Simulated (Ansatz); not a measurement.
in.yaml

```yaml
crystal:
  periodic: [false, false, false]
  atoms:
    - {symbol: Si, position_ang: [0.000000, 0.000000, 0.000000]}
    - {symbol: C, position_ang: [0.000000, 0.000000, 1.709998]}
basis:
  gaussian: {orbitals: "6-31G*"}
total_charge: 1
magnetization: {spin_polarized: false, initial_magnetization: 3}
correlation: {active_space: {window: {electrons: 3, orbitals: 6}}}
scf: {lower_state_search: light}
scf: {max_iter: 3}
```

```sh
$ ansatz run in.yaml --threads 1 --pin off --events-out ev --progress --plain --max-ram 2393MiB
```

(1) How does this run end?

Answers

(1) Refused. The settings were drawn as a stress test.
```
Error: YAML parse error: error: line 12 column 1: duplicate mapping key: scf, set DuplicateKeyPolicy in Options if acceptable
  --> <input>:12:1
   |
10 | correlation: {active_space: {window: {electrons: 3, orbitals: 6}}…
11 | scf: {lower_state_search: light}
12 | scf: {max_iter: 3}
   | ^ duplicate mapping key: scf, set DuplicateKeyPolicy in Options if acceptable
```
